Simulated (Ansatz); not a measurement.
**BH− (doublet): inputs that go wrong at distance B1–H2 = 2.846 Å**

3 inputs are run for BH− (doublet) as typed; the log has to tell whether the result can be used and what must change.

Computed with Ansatz 0.2.0, Gaussian basis. Level: the settings change from run to run.

17 further runs of the same task are left out: 14 that didn't finish, 3 set aside as unsound or not needed.

## (1) The geometry

The geometry derives from a PBE0/def2-TZVPD stationary point (not a proven minimum). One bond is set to the value named and the two fragments are kept rigid.

2 atoms, charge -1, spin multiplicity 2.

Atoms are counted from 1 here; the program's logs count them from 0.

No contacts short enough for the rule that draws bonds.

As a file:

```
atom   x (Å)   y (Å)   z (Å)
  B1  0.0000  0.0000  0.0000
  H2  0.0000  0.0000  2.8460
```

## (2) Input 1

The input, in.yaml:

```yaml
crystal:
  periodic: [false, false, false]
  atoms:
    - {symbol: B, position_ang: [0.000000, 0.000000, 0.000000]}
    - {symbol: H, position_ang: [0.000000, 0.000000, 2.846000]}
basis:
  gaussian: {orbitals: "6-31G*"}
total_charge: -1
magnetization: {spin_polarized: false, initial_magnetization: 1}
correlation: {method: caspt2, electrons: valence}
```

The run is started by

```
> ansatz run in.yaml --threads 1 --pin off --events-out ev --progress --plain --max-ram 2393MiB
```

Standard output:

```text
Error: YAML parse error: error: line 10 column 23: unknown variant `caspt2`, expected one of mp2, rpa, ccsd, ccsd_t, bccd, bccd_t, ccsdt, ccsdt_q, ccsdt_q_b, ccsdtq, fci, sc_nevpt2, fic_nevpt4_sd, fic_mrcisd_q, fic_mrcisd_q_relaxed
  --> <input>:10:23
   |
 8 | total_charge: -1
 9 | magnetization: {spin_polarized: false, initial_magnetization: 1}
10 | correlation: {method: caspt2, electrons: valence}
   |                       ^ unknown variant `caspt2`, expected one of mp2, rpa, ccsd, ccsd_t, bccd, bccd_t, ccsdt, ccsdt_q, ccsdt_q_b, ccsdtq, fci, sc_nevpt2, fic_nevpt4_sd, fic_mrcisd_q, fic_mrcisd_q_relaxed
```

Run time: 0.03 s. Hardware: 1 thread of Arm Neoverse N1, shared host.

Diagnosis: The run was refused. The method's name isn't one that the program knows. To mend it, name one from the list in the message.

## (3) Input 2

The input, in.yaml:

```yaml
crystal:
  periodic: [false, false, false]
  atoms:
    - {symbol: B, position_ang: [0.000000, 0.000000, 0.000000]}
    - {symbol: H, position_ang: [0.000000, 0.000000, 2.846000]}
basis:
  gaussian: {orbitals: def2-SVP}
total_charge: -1
magnetization: {spin_polarized: false, initial_magnetization: 1}
correlation: {method: mp4, electrons: all}
accuracy: high
output: {forces: true}
```

Same command.

Standard output:

```text
Error: YAML parse error: error: line 10 column 23: unknown variant `mp4`, expected one of mp2, rpa, ccsd, ccsd_t, bccd, bccd_t, ccsdt, ccsdt_q, ccsdt_q_b, ccsdtq, fci, sc_nevpt2, fic_nevpt4_sd, fic_mrcisd_q, fic_mrcisd_q_relaxed
  --> <input>:10:23
   |
 8 | total_charge: -1
 9 | magnetization: {spin_polarized: false, initial_magnetization: 1}
10 | correlation: {method: mp4, electrons: all}
   |                       ^ unknown variant `mp4`, expected one of mp2, rpa, ccsd, ccsd_t, bccd, bccd_t, ccsdt, ccsdt_q, ccsdt_q_b, ccsdtq, fci, sc_nevpt2, fic_nevpt4_sd, fic_mrcisd_q, fic_mrcisd_q_relaxed
11 | accuracy: high
12 | output: {forces: true}
   |
```

Run time: 0.03 s. Hardware: 1 thread of Arm Neoverse N1, shared host.

Diagnosis: The run was refused. The method's name isn't one that the program knows. Cure: name one from the list in the message.

## (4) Input 3

The input, in.yaml:

```yaml
crystal:
  periodic: [false, false, false]
  atoms:
    - {symbol: B, position_ang: [0.000000, 0.000000, 0.000000]}
    - {symbol: H, position_ang: [0.000000, 0.000000, 2.846000]}
basis:
  gaussian: {orbitals: aug-cc-pVDZ, point_charges: [{charge: -1.00, position_ang: [3.631, 0.413, -0.220]}]}
total_charge: -1
magnetization: {spin_polarized: false, initial_magnetization: 1}
correlation: {method: fic_mrcisd_q, electrons: outside_noble_gas, active_space: {window: {electrons: 3, orbitals: 3}, states: [{multiplicity: 2, weights: [0]}]}}
```

Same command.

Standard output:

```text
Error: set 0 asks for 1 states and needs as many positive weights; it has [0.0]
```

Run time: 0.03 s. Hardware: 1 thread of Arm Neoverse N1, shared host.

**Diagnosis.** The run was refused. The list of states asked for (weights, spin or count) can't be met. Cure: mend what the message names.

## (5) How the runs ended

```
input                      level    ended                                                               cause    time
    1            'caspt2'/6-31G*  refused                  the method's name isn't one that the program knows  0.03 s
    2             'mp4'/def2-SVP  refused                  the method's name isn't one that the program knows  0.03 s
    3  MRCISD+Q(3,3)/aug-cc-pVDZ  refused  the list of states asked for (weights, spin or count) can't be met  0.03 s
```

3 refused.
